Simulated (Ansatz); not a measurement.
**How well does each level of theory give the elastic constant C12 of fcc Cu?**

Reference value: 125 GPa (measured, 0 K, extrapolated to 0 K; zero-point effects included; as tabulated in Malica and Corso (2021), arXiv:2109.00459).

Question: Which of these levels comes closest to the reference?
(A) LDA (Ansatz, an electronic-structure program)
(B) PBE-D3(BJ) (Ansatz)
(C) r²SCAN+rVV10 (Ansatz)
(D) PBE (Ansatz)

Answer: D, PBE (Ansatz)

```csv
level (code),value (GPa),cell (Å³/atom),difference (%)
LDA (Ansatz),166,10.89,+33
PBE (Ansatz),123,11.95,-1.6
PBE-D3(BJ) (Ansatz),145,11.31,+16.0
r²SCAN+rVV10 (Ansatz),150,11.29,+20
```

Of the ranked levels PBE (-1.6 %) comes nearest. Farthest off among them: LDA (+33 %). Of the ranked levels only PBE lands within 10 %.

The measured value isn't corrected to a static lattice, so vibrations enter the comparison.  PBE-D3(BJ): the dispersion coefficients are held fixed in the derivatives. Each level is taken at its own relaxed cell. Cutoffs differ between the levels. Ansatz's density-functional and Hartree–Fock values are scalar-relativistic unless marked +SOC, with PAW data made under PBE.

Differences are worked out from the printed values.
